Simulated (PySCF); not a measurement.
Relaxed structures of MgSiH2O, singlet (PBE0-D4/def2-TZVP; forces vanish, vibrations not checked; lower isomers may exist, and structures with a doubtful reference or unclear bonds are left out; Å). PySCF 2.14 with density fitting (its default auxiliary sets; JK sets also for MP2 and CCSD(T)); basis: def2-TZVPP; cores frozen in the correlated methods. The outer core shell of Li, Na, Mg and K is correlated. The def2 sets are not built for correlating such inner shells, so the correlated values are less sure here.

**Question.** Rank them by CCSD(T) energy, lowest first, and give each one's height above the lowest. Links in brackets join atoms within 1.22 times the sum of their covalent radii (1.1 for two metals). (An estimate is asked for; the value comes from the calculation.)
A.
MgSiH₂O ([O]1[Mg][SiH2]1)
```
5
angstrom
O -0.3784 -0.0245 1.2091
Mg 1.3618 -0.8043 1.4255
Si -0.1244 0.1040 -0.3649
H -0.9134 -0.7367 -1.3127
H 0.0279 1.4545 -0.9820
```
B.
MgSiH₂O ([MgH][O][SiH])
```
5
angstrom
O 0.7660 -0.2091 0.2673
Mg 1.2984 -1.0123 1.7988
Si 0.3354 0.3766 -1.1763
H 1.8004 -1.7779 3.2145
H -0.3018 1.7266 -0.7320
```
C.
MgSiH₂O ([OH][SiH][Mg])
```
5
angstrom
O -1.1886 0.2388 1.1616
Mg 2.0608 -1.3247 0.7446
Si -0.1040 0.2306 -0.1142
H -0.5748 -1.1017 -0.7184
H -1.1053 1.0088 1.7284
```

**Answer.** The calculation gives: B (0.00 kcal/mol), A (9.39 kcal/mol), C (20.49 kcal/mol). Heights count from the lowest.

No T1 diagnostic of these runs exceeds 0.019. The restricted Hartree–Fock reference is unstable towards an unrestricted one at one or more of these structures. A large double-excitation amplitude points to some diradical character; no triplet was computed.

For scale, one of the runs: CCSD(T)/def2-TZVPP, 133 basis functions, launched by `OMP_NUM_THREADS=2 python run.py`. Time: 82 s of wall clock on 2 CPU threads of an AMD EPYC 7B13; the host was shared. Peak host memory: 0.82 GiB.
